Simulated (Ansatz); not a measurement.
# AlClH4Si: two geometries relaxed

Are the two ends of the shift of H4 from Si1 to Al2 separate minima, and which lies lower? Each is relaxed from a guess. SMILES of the start: [SiH3][AlH][Cl].

All numbers below are computed with Ansatz 0.2.0 (RKS PBE0-D4/6-31G).

## (1) The structure to begin with

Bond lengths: Si1–Al2 2.293 Å, Al2–Cl3 2.204 Å, Si1–H4 1.417 Å, Si1–H5 1.503 Å, Si1–H6 1.519 Å, Al2–H7 1.616 Å. Angles: Si1–Al2–Cl3 118.8°, Si1–Al2–H7 120.9°, Cl3–Al2–H7 120.3°, Al2–Si1–H4 110.9°, Al2–Si1–H5 111.8°, Al2–Si1–H6 111.4°, H4–Si1–H5 107.4°, H4–Si1–H6 108.5°, H5–Si1–H6 106.6°.

Structure file:

```xyz
7

Si   -0.8147    0.5307   -0.2887
Al    1.0204   -0.6058    0.4860
Cl    1.7974   -2.2982   -0.6922
H    -1.9266   -0.3376   -0.4245
H    -0.5596    1.1497   -1.6348
H    -1.1999    1.6654    0.6445
H     1.7442   -0.1722    1.8641
```

## (2) Relaxing end A

input.yaml reads:

```yaml
crystal:
  periodic: [false, false, false]
  atoms:
    - { symbol: Si, position_ang: [-0.8147, 0.5307, -0.2887] }
    - { symbol: Al, position_ang: [1.0204, -0.6058, 0.486] }
    - { symbol: Cl, position_ang: [1.7974, -2.2982, -0.6922] }
    - { symbol: H, position_ang: [-1.9266, -0.3376, -0.4245] }
    - { symbol: H, position_ang: [-0.5596, 1.1497, -1.6348] }
    - { symbol: H, position_ang: [-1.1999, 1.6654, 0.6445] }
    - { symbol: H, position_ang: [1.7442, -0.1722, 1.8641] }
basis:
  gaussian: { orbitals: "6-31G" }
hamiltonian:
  xc: pbe0
  dispersion: d4
relax:
  f_tol: 0.02
  max_steps: 50
```

The run is started by

```bash
$ ansatz run input.yaml --threads 1 --pin off --max-ram 2048MiB --backend cpu --events-out ev --progress --plain --runs-dir out
```

Standard output, cut to the lines that bear on the results:

```text
Warning: RAYON_NUM_THREADS=1 ignored (pool sized by the plan → 1); use --threads N
[...]
Functional definition: PBE0
[...]
575 factors; integrals over basis functions are off by at most 1.7e-4 eV
[...]
mean field -27049.89390726 eV, -994.0652660153 hartree, gradient 1.9e-5 eV, S^2 0.000000; 0 other end points of the search recorded, 0 dependent functions left out
[...]
reference -27049.89394034 eV, -994.0652672309 hartree; 24, 24 occupied and 23, 23 virtual orbitals, 575 factors
relax step   1: F+E_penalty+E_count = -27050.01212459 eV  Δ(F+E_penalty+E_count) = +0.000e0 eV  max|allowed force component| = 1.992e0 eV/Å  Δτ_max = 0.0000 Å  (20 SCF iters, accepted)
[...]
relax step   5: F+E_penalty+E_count = -27050.24381724 eV  Δ(F+E_penalty+E_count) = -3.731e-4 eV  max|allowed force component| = 1.959e-2 eV/Å  Δτ_max = 0.0128 Å  (19 SCF iters, accepted)
[...]
relax step   6: F+E_penalty+E_count = -27050.24419011 eV  Δ(F+E_penalty+E_count) = -3.729e-4 eV  max|allowed force component| = 1.865e-2 eV/Å  Δτ_max = 0.0208 Å  (21 SCF iters, accepted)
575 factors; integrals over basis functions are off by at most 1.7e-4 eV
mean field -27050.12868871 eV, -994.0738940742 hartree, gradient 7.3e-5 eV, S^2 0.000000; 1 other end points of the search recorded, 0 dependent functions left out
[...]
reference -27050.12872223 eV, -994.0738953062 hartree; 24, 24 occupied and 23, 23 virtual orbitals, 575 factors
Total energy: -27050.24422364 eV, -994.0781399045 hartree
Atom 0 at    -0.874186     0.589964    -0.318859 Å, force    -0.018648    -0.007876    -0.002536 eV/Å
Atom 1 at     1.079171    -0.584537     0.558955 Å, force     0.002607    -0.003912    -0.004174 eV/Å
Atom 2 at     1.828107    -2.282304    -0.641819 Å, force     0.000462    -0.000809    -0.000292 eV/Å
Atom 3 at    -2.038282    -0.354692    -0.460094 Å, force     0.012473     0.007845     0.003390 eV/Å
Atom 4 at    -0.575944     1.170767    -1.674798 Å, force     0.003041     0.001182     0.001375 eV/Å
Atom 5 at    -1.280699     1.710324     0.599901 Å, force    -0.003328     0.003930    -0.002158 eV/Å
Atom 6 at     1.923033    -0.317523     1.891113 Å, force     0.003394    -0.000360     0.004397 eV/Å
Dipole moment:    -0.247463     0.460631     0.272407 e Å
```

It took 12 s on 1 thread of Arm Neoverse V2, shared host; peak memory 0.12 GiB.

Step by step:

```
step  energy from step 1 (eV)  largest force component (eV/Å)
   1                   0.0000                          1.9922
   2                  -0.2131                          0.5851
   3                  -0.2303                          0.0680
   4                  -0.2313                          0.0147
   5                  -0.2317                          0.0196
   6                  -0.2321                          0.0186
```

Step 1 is the start.

After: Bond lengths: Si1–Al2 2.442 Å, Al2–Cl3 2.210 Å, Si1–H4 1.506 Å, Si1–H5 1.505 Å, Si1–H6 1.505 Å, Al2–H7 1.599 Å. Angles: Si1–Al2–Cl3 116.4°, Si1–Al2–H7 129.9°, Cl3–Al2–H7 113.7°, Al2–Si1–H4 110.5°, Al2–Si1–H5 110.5°, Al2–Si1–H6 110.8°, H4–Si1–H5 108.1°, H4–Si1–H6 108.4°, H5–Si1–H6 108.4°.

## (3) Relaxing end B

The second end starts from a geometry with the move made by hand.

Edit input.yaml of step 2 so:

```diff
@@ -6,3 +6,3 @@
     - { symbol: Cl, position_ang: [1.7974, -2.2982, -0.6922] }
-    - { symbol: H, position_ang: [-1.9266, -0.3376, -0.4245] }
+    - { symbol: H, position_ang: [0.25996, -0.22379, 1.76951] }
     - { symbol: H, position_ang: [-0.5596, 1.1497, -1.6348] }
```

The run is started by

```bash
$ ansatz run input.yaml --threads 1 --pin off --max-ram 2048MiB --backend cpu --events-out ev --progress --plain --runs-dir out
```

Standard output, cut to the lines that bear on the results:

```text
Warning: RAYON_NUM_THREADS=1 ignored (pool sized by the plan → 1); use --threads N
[...]
Functional definition: PBE0
[...]
577 factors; integrals over basis functions are off by at most 3.5e-4 eV
[...]
mean field -27045.15918011 eV, -993.8912680016 hartree, gradient 1.4e-5 eV, S^2 0.000000; 0 other end points of the search recorded, 0 dependent functions left out
[...]
reference -27045.15921217 eV, -993.8912691799 hartree; 24, 24 occupied and 23, 23 virtual orbitals, 577 factors
relax step   1: F+E_penalty+E_count = -27045.29309651 eV  Δ(F+E_penalty+E_count) = +0.000e0 eV  max|allowed force component| = 2.872e0 eV/Å  Δτ_max = 0.0000 Å  (26 SCF iters, accepted)
[...]
relax step   5: F+E_penalty+E_count = -27048.06833244 eV  Δ(F+E_penalty+E_count) = -4.354e-1 eV  max|allowed force component| = 1.518e0 eV/Å  Δτ_max = 0.1952 Å  (26 SCF iters, accepted)
[...]
relax step   9: F+E_penalty+E_count = -27048.84474477 eV  Δ(F+E_penalty+E_count) = -1.499e-1 eV  max|allowed force component| = 4.037e-1 eV/Å  Δτ_max = 0.1944 Å  (24 SCF iters, accepted)
[...]
relax step  13: F+E_penalty+E_count = -27049.57143066 eV  Δ(F+E_penalty+E_count) = -1.184e-1 eV  max|allowed force component| = 1.542e0 eV/Å  Δτ_max = 0.1984 Å  (23 SCF iters, accepted)
[...]
relax step  16: F+E_penalty+E_count = -27050.09914331 eV  Δ(F+E_penalty+E_count) = -1.416e-1 eV  max|allowed force component| = 4.817e-1 eV/Å  Δτ_max = 0.1953 Å  (24 SCF iters, accepted)
[...]
relax step  17: F+E_penalty+E_count = -27050.17692889 eV  Δ(F+E_penalty+E_count) = -7.779e-2 eV  max|allowed force component| = 3.419e-1 eV/Å  Δτ_max = 0.1951 Å  (25 SCF iters, accepted)
[...]
576 factors; integrals over basis functions are off by at most 1.8e-4 eV
mean field -27050.12108804 eV, -994.0736147547 hartree, gradient 2.2e-5 eV, S^2 0.000000; 0 other end points of the search recorded, 0 dependent functions left out
[...]
reference -27050.12112132 eV, -994.0736159778 hartree; 24, 24 occupied and 23, 23 virtual orbitals, 576 factors
```

## (4) More of the same log: end point B relaxed

The log, continued, cut to the lines that bear on the results:

```text
relax step  18: F+E_penalty+E_count = -27050.23668895 eV  Δ(F+E_penalty+E_count) = -5.976e-2 eV  max|allowed force component| = 1.585e-1 eV/Å  Δτ_max = 0.1992 Å  (24 SCF iters, accepted)
[...]
relax step  21: F+E_penalty+E_count = -27050.24238494 eV  Δ(F+E_penalty+E_count) = -2.524e-4 eV  max|allowed force component| = 4.412e-2 eV/Å  Δτ_max = 0.0288 Å  (21 SCF iters, accepted)
[...]
relax step  24: F+E_penalty+E_count = -27050.24318014 eV  Δ(F+E_penalty+E_count) = -1.289e-4 eV  max|allowed force component| = 5.920e-2 eV/Å  Δτ_max = 0.0873 Å  (25 SCF iters, accepted)
[...]
relax step  27: F+E_penalty+E_count = -27050.24394931 eV  Δ(F+E_penalty+E_count) = -2.618e-4 eV  max|allowed force component| = 9.213e-3 eV/Å  Δτ_max = 0.0591 Å  (26 SCF iters, accepted)
[...]
reference -27050.12871140 eV, -994.0738949083 hartree; 24, 24 occupied and 23, 23 virtual orbitals, 576 factors
Total energy: -27050.24422481 eV, -994.0781399478 hartree
Atom 0 at    -0.646146     0.530241     0.138849 Å, force     0.002851     0.004085    -0.007720 eV/Å
Atom 1 at     1.540208    -0.434544     0.650819 Å, force    -0.004566     0.003364    -0.000592 eV/Å
Atom 2 at     2.000742    -2.376183    -0.300754 Å, force     0.000860     0.005271     0.003967 eV/Å
Atom 3 at    -1.744374    -0.389240     0.601816 Å, force     0.001162     0.004298    -0.001868 eV/Å
Atom 4 at    -0.796416     0.731699    -1.345700 Å, force    -0.000386    -0.001459     0.014194 eV/Å
Atom 5 at    -0.821457     1.861341     0.820114 Å, force     0.000443    -0.010459    -0.004488 eV/Å
Atom 6 at     2.715203     0.122496     1.583266 Å, force    -0.000364    -0.005100    -0.003492 eV/Å
Dipole moment:    -0.182337     0.514971     0.222346 e Å
```

Wall time 56 s (1 thread of Arm Neoverse V2, shared host); peak memory 0.12 GiB.

Relaxation path, one in 2:

```
step  energy from step 1 (eV)  largest force component (eV/Å)
   1                   0.0000                          2.8718
   3                  -1.8509                          1.1511
   5                  -2.7752                          1.5179
   7                  -3.2765                          0.4108
   9                  -3.5516                          0.4037
  11                  -3.9618                          0.7959
  13                  -4.2783                          1.5425
  15                  -4.6644                          0.3869
  17                  -4.8838                          0.3419
 19x                  -4.9249                          0.3547
  21                  -4.9493                          0.0441
  23                  -4.9500                          0.0213
  25                  -4.9504                          0.0302
  27                  -4.9509                          0.0092
  29                  -4.9510                          0.0228
  30                  -4.9511                          0.0142
```

Step 1 is the start. 2 steps were tried and not accepted (marked x).

After: Bond lengths: Si1–Al2 2.444 Å, Al2–Cl3 2.211 Å, Si1–H4 1.505 Å, Si1–H5 1.506 Å, Si1–H6 1.506 Å, Al2–H7 1.600 Å. Angles: Si1–Al2–Cl3 116.3°, Si1–Al2–H7 129.9°, Cl3–Al2–H7 113.8°, Al2–Si1–H4 110.3°, Al2–Si1–H5 110.4°, Al2–Si1–H6 111.0°, H4–Si1–H5 108.2°, H4–Si1–H6 108.4°, H5–Si1–H6 108.4°.

Pairs that crossed the distance rule for bonds on the way: came closer Si1–H4; moved apart Al2–H4.

## (5) Results

| quantity | value |
| --- | --- |
| end A | 5 moves, 0.232 eV lower |
| end B | 27 moves, 4.951 eV lower |
| largest difference between the ends | 0.03 Å |
| end B relative to end A | -0.000 eV |

Both starts fell into the same minimum (no atom differs by more than 0.03 Å), so from this start no second minimum was found and no band was run; another arrangement could still be one. In so small a basis the energies are only a sketch.
